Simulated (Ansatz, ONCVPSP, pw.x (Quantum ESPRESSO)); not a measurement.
# Equation-of-state test of one ONCV potential (lithium (Li))

* Element: lithium
* Generator: ONCVPSP 4.0.1
* Type: optimised norm-conserving Vanderbilt (ONCV)
* Functional: PBEsol
* Relativity: scalar-relativistic
* Frozen core: [He]
* Valence charge: 1
* Reference configuration: 2s1
* Partial waves: 2s: rc 2.20 bohr, ncon 4, nbas 9, qcut 3.2 1/bohr, 1 projector; p scattering state at 0.39 Ha: rc 1.70 bohr, ncon 4, nbas 7, qcut 5.1 1/bohr, 2 projectors, debl 3.2 Ha; d scattering state at 0.43 Ha: rc 2.30 bohr, ncon 3, nbas 6, qcut 4 1/bohr, 2 projectors, debl 2.7 Ha
* Local potential: polynomial inside 1.55 bohr (lpopt 2, dvloc0 2 Ha)
* Core correction: polynomial model core, fcfact 0.4

Atomic tests: cutoffs needed: 2.3 Ha and 3.6 Ha (the cutoffs (Ha) at which the residual kinetic energy of the hardest occupied pseudo-wave falls to 1 and 0.1 mHa per electron) The cutoffs count occupied waves only; projector 2 of the p channel, the hardest unoccupied one, needs 22 Ha at the loose tolerance.; ghost test: no bound ghost flagged; no localised positive-energy state flagged; largest excitation error: +2.1 meV (all-electron minus pseudo) for 2s0 2p1, out of 2 test configurations.

Crystal test: diamond Li in pw.x 7.5, no spin, 8³ k-points, Fermi–Dirac smearing 0.01 Ry, cutoffs 50/200 Ry. The reference is all-electron LAPW (Ansatz 0.2.0) with the same functional, mesh and smearing; V0 and B0 come from Birch–Murnaghan fits to the pressures at five volumes. Errors are pseudo minus all-electron; Δ is the rms difference of the E(V) curves that follow from these fits, minima aligned, over ±6 % about the mean V0. Mesh and smearing are coarse, so the numbers serve the comparison and aren't converged zero-temperature values; the lattice is a test structure that the element need not adopt.

| V (Å³/atom) | P all-electron (GPa) | P pseudo (GPa) |
| --- | --- | --- |
| 24.641 | 0.28 | 0.14 |
| 25.290 | 0.13 | -0.01 |
| 25.938 | -0.02 | -0.14 |
| 26.586 | -0.14 | -0.26 |
| 27.235 | -0.26 | -0.36 |

All-electron: a0 = 5.914 Å (V0 = 25.86 Å³/atom), B0 = 5.4 GPa.

Pseudopotential: mean pressure error (GPa): -0.12; a0 (Å): 5.868; a0 error (%): -0.78; B0 error (%): -0.8; Δ (meV/atom): 0.7. This is a poor potential for the solid.

At the middle volume, how do free energy and pressure move when the wave cutoff is lowered (ecutrho kept at four times it)?

| cutoff (Ry) | shift of F (meV/atom) | shift of P (GPa) |
| --- | --- | --- |
| 22 | +0.6 | -0.01 |
| 30 | +0.2 | +0.00 |
| 40 | +0.1 | -0.00 |

Input at the middle volume:

```
&control
  calculation='scf', prefix='x', pseudo_dir='./', outdir='./tmp', tstress=.true., disk_io='none'
/
&system
  ibrav=0, nat=2, ntyp=1, ecutwfc=50, ecutrho=200, nbnd=8,
  occupations='smearing', smearing='fd', degauss=0.01
/
&electrons
  conv_thr=1e-09, mixing_beta=0.4, electron_maxstep=70
/
ATOMIC_SPECIES
Li 1.0 Li.UPF
CELL_PARAMETERS angstrom
  0.00000000 2.96013939 2.96013939
  2.96013939 0.00000000 2.96013939
  2.96013939 2.96013939 0.00000000
ATOMIC_POSITIONS crystal
Li 0.0000 0.0000 0.0000
Li 0.2500 0.2500 0.2500
K_POINTS automatic
8 8 8 0 0 0
```

```bash
pw.x < Li.scf.in > Li.scf.out
```

Lines of the output:

```
Message from routine setup:
     using ibrav=0 with symmetry is DISCOURAGED, use correct ibrav instead
     lattice parameter (alat)  =       7.9109  a.u.
     unit-cell volume          =     350.0766 (a.u.)^3
     number of electrons       =         2.00
     number of Kohn-Sham states=            8
     kinetic-energy cutoff     =      50.0000  Ry
     charge density cutoff     =     200.0000  Ry
     scf convergence threshold =      1.0E-09
     Exchange-correlation= PBESOL
     number of k points=    29  Fermi-Dirac smearing, width (Ry)=  0.0100
     iteration #  1     ecut=    50.00 Ry     beta= 0.40
     total energy              =      -1.27428878 Ry
     estimated scf accuracy    <       0.00067195 Ry
     iteration #  2     ecut=    50.00 Ry     beta= 0.40
     total energy              =      -1.27421490 Ry
     estimated scf accuracy    <       0.00021165 Ry
     iteration #  3     ecut=    50.00 Ry     beta= 0.40
     total energy              =      -1.27422165 Ry
     estimated scf accuracy    <       0.00000026 Ry
     iteration #  4     ecut=    50.00 Ry     beta= 0.40
     total energy              =      -1.27422189 Ry
     estimated scf accuracy    <       0.00000004 Ry
     iteration #  5     ecut=    50.00 Ry     beta= 0.40
     the Fermi energy is     0.0218 ev
!    total energy              =      -1.27422189 Ry
     estimated scf accuracy    <          2.6E-10 Ry
     smearing contrib. (-TS)   =      -0.00361539 Ry
     The total energy is F=E-TS. E is the sum of the following terms:
     one-electron contribution =       0.69860009 Ry
     hartree contribution      =       0.00113318 Ry
     xc contribution           =      -1.00735445 Ry
     ewald contribution        =      -0.96298532 Ry
     convergence has been achieved in   5 iterations
          total   stress  (Ry/bohr**3)                   (kbar)     P=       -1.37
     Message from routine punch:
     Nothing written, as per user request (disk_io='none')
```

The run at the middle volume (29 k-points, 5 iterations) took about 5.4 s on one core of a shared host (Intel(R) Xeon(R) Platinum 8375C CPU @ 2.90GHz, 128 threads, 992 GiB, load 45).
